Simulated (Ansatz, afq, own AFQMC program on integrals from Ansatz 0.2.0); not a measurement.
HfH, quartet in def2-TZVP, levels against full CI

```tsv
atom	x (Å)	y (Å)	z (Å)
Hf	0.0000	0.0000	0.0000
H	0.0000	0.0000	2.3040
```

Basis def2-TZVP with its core potentials. Only valence electrons are correlated. Ansatz 0.2.0 and our own AFQMC program on the same integrals; the CISD trial comes from CCSD amplitudes, and released means the phaseless constraint is let go. Uncertainties: one standard error, sampling alone. No spin–orbit coupling. The metal's outer-core s and p shells are frozen, which shifts wave-function levels against functionals.

Determinant: UHF, the one that the program's search chose, which needn't be the lowest solution. The geometry is a point of a scan.

Full CI on the same integrals is exact in this basis and with this determinant's frozen core.

Cautions: no spin-orbit coupling; outer-core shells of the metal frozen; lower spins were not checked; the released energies have errors that jump between times, so the bars are unsure, so no released level is given (meV from the phaseless value at times in 1/Eh: -4.3 ± 1.2 at 0.60, 2 ± 8 at 1.20, -6 ± 5 at 2.00, -12.4 ± 1.0 at 3.00, -19 ± 11 at 4.20).

The T1 diagnostic is 0.0347 and the weight of the determinant in the CISD state is 0.932. The ⟨S²⟩ of the determinant is 3.757 and the size of the correlated space is 5 electrons in 42 orbitals.

Reference: full CI, correlation energy -1.563 eV.

```
        level  E − E(reference) (kJ/mol)  share of correlation (%)
           HF                      150.8                      0.00
          MP2                       45.4                     69.88
         CCSD                        6.6                     95.65
      CCSD(T)                        2.6                     98.31
        CCSDT                        0.2                     99.84
     CCSDT(Q)                        0.1                     99.95
       CCSDTQ                        0.0                    100.00
ph-AFQMC/CISD                  1.9 ± 0.1                     98.73
```

CCSDT and higher add their correlation energy to the determinant of the CCSD(T) run, since their own runs factorise the integrals more tightly (a shift of under 2 meV).
